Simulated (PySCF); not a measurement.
Aza analogues, thiophene 1N. Isolated molecules, 0 K electronic values unless said otherwise. Strings in code marks are SMILES.

The dipole moment from two functionals at the same geometries (PBE0-D4/def2-TZVP), both in PySCF: PBE-D3(BJ)/def2-TZVP and B3LYP-D3(BJ)/def2-TZVP. B3LYP has the VWN-RPA correlation part, as in Gaussian. 

```csv
species,PBE-D3(BJ)/def2-TZVP (D),B3LYP-D3(BJ)/def2-TZVP (D)
`s1cccc1`,0.43,0.45
`c1cscn1`,1.54,1.63
`n1sccc1`,2.27,2.39
```

Over these rows, drawn at random from the members with no instability flagged (it was tested for open shells, ions and some series alone), PBE minus B3LYP-D3(BJ): mean -0.07 D, from -0.11 D to -0.02 D.
